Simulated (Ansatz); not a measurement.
# A computed series for BN: pressure series

Base system: BN in the zinc blende structure (space group F-43m, No. 216).

```cif
data_B4N4
_chemical_formula_sum 'N4 B4'
_space_group_name_H-M_alt 'F-43m'
_space_group_IT_number 216
_space_group_name_Hall 'F -4 2 3'
_cell_length_a 3.62468
_cell_length_b 3.62468
_cell_length_c 3.62468
_cell_angle_alpha 90.000
_cell_angle_beta 90.000
_cell_angle_gamma 90.000
loop_
_atom_site_label
_atom_site_type_symbol
_atom_site_symmetry_multiplicity
_atom_site_Wyckoff_symbol
_atom_site_fract_x
_atom_site_fract_y
_atom_site_fract_z
_atom_site_occupancy
N1 N 4 c 0.25000 0.25000 0.25000 1
B1 B 4 a 0.00000 0.00000 0.00000 1
```
(The calculation used a cell of 2 atoms; values per cell refer to that cell.)

Cell and atoms are relaxed at each pressure.

All numbers come from Ansatz (a program for electronic structure) PBE, no spin-orbit coupling.

```json
[
 {"pressure (GPa)": "-2", "volume per atom (Å³/atom)": "5.985"},
 {"pressure (GPa)": "-1", "volume per atom (Å³/atom)": "5.969"},
 {"pressure (GPa)": "0", "volume per atom (Å³/atom)": "5.953"},
 {"pressure (GPa)": "0.3", "volume per atom (Å³/atom)": "5.948"},
 {"pressure (GPa)": "0.7", "volume per atom (Å³/atom)": "5.942"},
 {"pressure (GPa)": "3", "volume per atom (Å³/atom)": "?"},
 {"pressure (GPa)": "5", "volume per atom (Å³/atom)": "5.875"},
 {"pressure (GPa)": "7.5", "volume per atom (Å³/atom)": "5.838"},
 {"pressure (GPa)": "10", "volume per atom (Å³/atom)": "5.802"}
]
```

Q: Fit the third-order Birch–Murnaghan form P(V) = (3B₀/2)[(V₀/V)^(7/3) − (V₀/V)^(5/3)]·[1 + (3/4)(B₀′ − 4)((V₀/V)^(2/3) − 1)] (squares taken in P) to the rows shown and predict the withheld row.

A: Least squares on the printed values gives V₀ = 5.953 Å³/atom, B₀ = 372 GPa, B₀′ = 3.5; this predicts 5.906 Å³/atom, and the run gives 5.906 Å³/atom, in agreement.

Measured bulk modulus of BN: 410.2 GPa (static lattice; corrected from measurement; as listed in Daniel Mejia-Rodriguez, S. B. Trickey, Phys. Rev. B (2018)); the computed value is 9 % below it.

Load acts through the strain it causes; cell and atoms are relaxed under it. Stability against distortions was not tested. No other phases were tried under pressure.
